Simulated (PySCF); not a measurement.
# C3H8N: g tensor and hyperfine couplings

C₃H₈N (doublet state).
Structure used (PBE0-D3(BJ)/def2-SVP), in Å, numbered top down from 1:
```
atom  x, y, z in Å
C1     1.3929    0.6236    0.7481
C2     0.5712    0.5048   -0.4810
C3    -0.4349   -0.6424   -0.4409
N4    -1.3386   -0.5021    0.6830
H5     0.9823    0.2764    1.6990
H6     2.3230    1.1967    0.7470
H7     0.0085    1.4499   -0.6586
H8     1.2120    0.3962   -1.3742
H9     0.1171   -1.5900   -0.3183
H10   -0.9386   -0.7017   -1.4296
H11   -1.9433   -1.3153    0.7673
H12   -1.9492    0.3026    0.5504
```

The hyperfine couplings belong to this conformer and change with its torsions.

Identity: `[CH2]CCN` [radical].

Method used: PySCF 2.14.0, UKS B3LYP, IGLO-III on C N, pcH-1 on H, non-relativistic, mean-field spin-orbit, GIAO. Geometry: PBE0-D3(BJ)/def2-SVP, one conformer, isolated molecule. The SCF solution wasn't tested for stability.

```
g1, g2, g3                      : 2.00220, 2.00277, 2.00289
g_iso                           : 2.00262
Form of g                       : rhombic: the two nearest values differ by 17 % of g3 − g1
⟨S²⟩                            : 0.7540 (exact 0.7500)
α and β electrons               : 17, 16
HOMO–LUMO gap, α and β orbitals : 6.14, 5.24 eV
Total energy                    : -173.89142 Eh
```

Isotropic coupling and dipolar principal values T1 to T3, in MHz; ρ(0) is the spin density at the nucleus:

```json
{"atom": "C1", "isotope": "13C", "a_iso": "90.1", "T1": "-78.5", "T2": "-77.7", "T3": "156.2", "Mulliken spin population": "1.10", "ρ(0) (bohr⁻³)": "0.0801"}
{"atom": "C2", "isotope": "13C", "a_iso": "-30.5", "T1": "-2.3", "T2": "0.2", "T3": "2.1", "Mulliken spin population": "-0.10", "ρ(0) (bohr⁻³)": "-0.0271"}
{"atom": "C3", "isotope": "13C", "a_iso": "15.4", "T1": "-1.7", "T2": "-1.6", "T3": "3.2", "Mulliken spin population": "0.01", "ρ(0) (bohr⁻³)": "0.0137"}
{"atom": "N4", "isotope": "14N", "a_iso": "-0.6", "T1": "-0.3", "T2": "-0.1", "T3": "0.4", "Mulliken spin population": "0.00", "ρ(0) (bohr⁻³)": "-0.0017"}
{"atom": "H5", "isotope": "1H", "a_iso": "-62.5", "T1": "-37.9", "T2": "-0.2", "T3": "38.1", "Mulliken spin population": "-0.05", "ρ(0) (bohr⁻³)": "-0.0140"}
{"atom": "H6", "isotope": "1H", "a_iso": "-62.5", "T1": "-38.0", "T2": "-0.2", "T3": "38.2", "Mulliken spin population": "-0.05", "ρ(0) (bohr⁻³)": "-0.0140"}
{"atom": "H7", "isotope": "1H", "a_iso": "148.5", "T1": "-5.4", "T2": "-3.1", "T3": "8.5", "Mulliken spin population": "0.07", "ρ(0) (bohr⁻³)": "0.0332"}
{"atom": "H8", "isotope": "1H", "a_iso": "53.4", "T1": "-4.9", "T2": "-4.1", "T3": "8.9", "Mulliken spin population": "0.02", "ρ(0) (bohr⁻³)": "0.0119"}
{"atom": "H9", "isotope": "1H", "a_iso": "-2.2", "T1": "-3.9", "T2": "-2.5", "T3": "6.5", "Mulliken spin population": "0.00", "ρ(0) (bohr⁻³)": "-0.0005"}
{"atom": "H10", "isotope": "1H", "a_iso": "2.6", "T1": "-2.0", "T2": "-1.6", "T3": "3.5", "Mulliken spin population": "0.00", "ρ(0) (bohr⁻³)": "0.0006"}
{"atom": "H11", "isotope": "1H", "a_iso": "0.6", "T1": "-1.4", "T2": "-1.1", "T3": "2.5", "Mulliken spin population": "0.00", "ρ(0) (bohr⁻³)": "0.0001"}
{"atom": "H12", "isotope": "1H", "a_iso": "-0.3", "T1": "-1.9", "T2": "-1.5", "T3": "3.3", "Mulliken spin population": "0.00", "ρ(0) (bohr⁻³)": "-0.0001"}
```

Largest spin populations (Mulliken): C1 (+1.10), C2 (-0.10) and H7 (+0.07). C1 is the only atom above +0.15. The angles at C1 add up to 359.2°, so it is planar; its axial dipolar tensor and the negative couplings of its protons fit spin in a p orbital normal to that plane.

Under fast tumbling the dipolar parts average out, and these isotropic splittings remain: 2 × 1H (H7/H8, I = 1/2, 3 lines) with 3.60 mT and 2 × 1H (H5/H6, I = 1/2, 3 lines) with 2.23 mT.

Nuclei that the bonding pattern makes equivalent are averaged, as if the motion that swaps them (rotation, inversion, ring flip) were fast. The 1H value of +101.0 MHz is a mean of couplings from 53.4 to 148.5 MHz in this one geometry, not an average over conformers.

The 13C coupling of C1 (90.1 MHz) shows only in satellite lines or after enrichment, since that isotope makes up about 1.07 % of natural carbon.

β density exceeds α density at some nuclei, such as C2 (-0.0271), H5/H6 (-0.0140) and N4 (-0.0017), spin density in bohr⁻³. In a single determinant that takes different orbitals for the two spins, that is spin polarisation.
